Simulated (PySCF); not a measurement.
Compound: C6H8.
Numbering: `[CH:1]#[C:2][C@@H:3]1[CH2:4][C@@H:5]1[CH3:6]` (hydrogens: H7 on C1; H8 on C3; H9, H10 on C4; H11 on C5; H12, H13, H14 on C6)

The same species was optimised twice, with GFN2-xTB and with PBE0-D3(BJ)/def2-SVP (PySCF), and the same property calculations (PySCF, gas phase) were run on both structures.

```
  coordinate  GFN2-xTB  PBE0-D3(BJ)/def2-SVP  change
   C1≡C2 (Å)     1.198                 1.213  +0.015
   C2–C3 (Å)     1.427                 1.437  +0.010
   C3–C5 (Å)     1.511                 1.518  +0.007
   C3–C4 (Å)     1.509                 1.514  +0.005
   C5–C6 (Å)     1.507                 1.503  -0.004
   C4–C5 (Å)     1.496                 1.493  -0.003
C4–C5–C6 (°)     119.9                 121.2    +1.3
C2–C3–C4 (°)     119.3                 120.5    +1.2
C2–C3–C5 (°)     120.0                 120.9    +0.9
C3–C5–C6 (°)     120.2                 120.9    +0.7
C4–C3–C5 (°)      59.4                  59.0    -0.4
C3–C4–C5 (°)      60.4                  60.6    +0.2
C3–C5–C4 (°)      60.3                  60.4    +0.1
C1–C2–C3 (°)     179.6                 179.6     0.0
```

Rotational constants: A = 6090, B = 2931, C = 2284 MHz (GFN2-xTB) against A = 6078, B = 2848, C = 2227 MHz (PBE0-D3(BJ)/def2-SVP). Point groups within 0.08 Å: C1 and C1. Atoms that the bonding makes alike are paired by their places after alignment.

On the GFN2-xTB structure: lowest singlet, TDDFT (eV) 6.27 [PBE0/def2-SVPD]; isotropic polarisability (au) 67.5 [PBE0/def2-SVPD]; HOMO (eV) -7.20 [PBE0/def2-SVPD]; LUMO (eV) 0.71 [PBE0/def2-SVPD]; dipole (D) 0.99 [PBE0/def2-SVPD]; HOMO (eV) -7.18 [PBE0/pcSseg-1]; LUMO (eV) 1.00 [PBE0/pcSseg-1]; dipole (D) 0.97 [PBE0/pcSseg-1]; GIAO shielding of C1 (ppm) 115.0 [PBE0/pcSseg-1]; GIAO shielding of C2 (ppm) 96.8 [PBE0/pcSseg-1]; GIAO shielding of C3 (ppm) 178.7 [PBE0/pcSseg-1]; GIAO shielding of C4 (ppm) 169.3 [PBE0/pcSseg-1]; GIAO shielding of C5 (ppm) 170.7 [PBE0/pcSseg-1]; GIAO shielding of C6 (ppm) 169.4 [PBE0/pcSseg-1].

Q: What do these properties become on the PBE0-D3(BJ)/def2-SVP structure?

A: 
```json
{"property": "lowest singlet, TDDFT (eV)", "level": "PBE0/def2-SVPD", "on GFN2-xTB": "6.27", "on PBE0-D3(BJ)/def2-SVP": "6.11", "change": "-0.16"}
{"property": "isotropic polarisability (au)", "level": "PBE0/def2-SVPD", "on GFN2-xTB": "67.5", "on PBE0-D3(BJ)/def2-SVP": "69.0", "change": "+1.5"}
{"property": "HOMO (eV)", "level": "PBE0/def2-SVPD", "on GFN2-xTB": "-7.20", "on PBE0-D3(BJ)/def2-SVP": "-7.14", "change": "+0.06"}
{"property": "LUMO (eV)", "level": "PBE0/def2-SVPD", "on GFN2-xTB": "0.71", "on PBE0-D3(BJ)/def2-SVP": "0.63", "change": "-0.08"}
{"property": "dipole (D)", "level": "PBE0/def2-SVPD", "on GFN2-xTB": "0.99", "on PBE0-D3(BJ)/def2-SVP": "1.00", "change": "+0.01"}
{"property": "energy, GFN2-xTB geometry as zero (kcal/mol)", "level": "PBE0/def2-SVPD", "on GFN2-xTB": "0.0", "on PBE0-D3(BJ)/def2-SVP": "-1.1", "change": "-1.1"}
{"property": "HOMO (eV)", "level": "PBE0/pcSseg-1", "on GFN2-xTB": "-7.18", "on PBE0-D3(BJ)/def2-SVP": "-7.12", "change": "+0.06"}
{"property": "LUMO (eV)", "level": "PBE0/pcSseg-1", "on GFN2-xTB": "1.00", "on PBE0-D3(BJ)/def2-SVP": "0.89", "change": "-0.11"}
{"property": "dipole (D)", "level": "PBE0/pcSseg-1", "on GFN2-xTB": "0.97", "on PBE0-D3(BJ)/def2-SVP": "0.97", "change": "0.00"}
{"property": "energy, GFN2-xTB geometry as zero (kcal/mol)", "level": "PBE0/pcSseg-1", "on GFN2-xTB": "0.0", "on PBE0-D3(BJ)/def2-SVP": "-0.4", "change": "-0.4"}
{"property": "GIAO shielding of C1 (ppm)", "level": "PBE0/pcSseg-1", "on GFN2-xTB": "115.0", "on PBE0-D3(BJ)/def2-SVP": "112.9", "change": "-2.1"}
{"property": "GIAO shielding of C2 (ppm)", "level": "PBE0/pcSseg-1", "on GFN2-xTB": "96.8", "on PBE0-D3(BJ)/def2-SVP": "96.1", "change": "-0.7"}
{"property": "GIAO shielding of C3 (ppm)", "level": "PBE0/pcSseg-1", "on GFN2-xTB": "178.7", "on PBE0-D3(BJ)/def2-SVP": "177.0", "change": "-1.7"}
{"property": "GIAO shielding of C4 (ppm)", "level": "PBE0/pcSseg-1", "on GFN2-xTB": "169.3", "on PBE0-D3(BJ)/def2-SVP": "167.0", "change": "-2.3"}
{"property": "GIAO shielding of C5 (ppm)", "level": "PBE0/pcSseg-1", "on GFN2-xTB": "170.7", "on PBE0-D3(BJ)/def2-SVP": "169.1", "change": "-1.6"}
{"property": "GIAO shielding of C6 (ppm)", "level": "PBE0/pcSseg-1", "on GFN2-xTB": "169.4", "on PBE0-D3(BJ)/def2-SVP": "167.9", "change": "-1.5"}
```

The heavy atoms differ by 0.026 Å rms after alignment. Among bonds between heavy atoms C1≡C2 changes most (+0.015 Å). Changes are differences of the printed values. Neither structure is proved a minimum here.
